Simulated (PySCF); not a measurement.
silicon monoxide (OSi), SMILES O=[Si] (connectivity only; charge and spin as stated), neutral, multiplicity 1.

Geometry optimised at B3LYP-D3(BJ)/def2-TZVPD.

Two levels are set side by side: PBE/def2-TZVPD (PySCF) and CAM-B3LYP/def2-TZVPD (PySCF). Same geometry, gas phase. Differences are taken from unrounded values.

```json
[
 {"quantity": "orbital gap (eV)", "CAM-B3LYP": "9.26", "PBE": "4.60", "PBE minus CAM-B3LYP": "-4.66"},
 {"quantity": "highest occupied level (eV)", "CAM-B3LYP": "-10.24", "PBE": "-7.47", "PBE minus CAM-B3LYP": "2.76"},
 {"quantity": "lowest empty level (eV)", "CAM-B3LYP": "-0.98", "PBE": "-2.87", "PBE minus CAM-B3LYP": "-1.89"},
 {"quantity": "dipole moment (D)", "CAM-B3LYP": "3.33", "PBE": "2.90", "PBE minus CAM-B3LYP": "-0.44"},
 {"quantity": "mean polarisability (bohr³)", "CAM-B3LYP": "29.4", "PBE": "30.8", "PBE minus CAM-B3LYP": "1.4"}
]
```

Without exact exchange PBE keeps part of each electron's self-repulsion, which lifts occupied levels and narrows the gap. PBE's more diffuse valence density responds more strongly to a field. Differences between two approximate levels are no errors against the true value.

Rough cost on one machine, each run with all the roots and properties that it gave: CAM-B3LYP against PBE within a factor of 2.
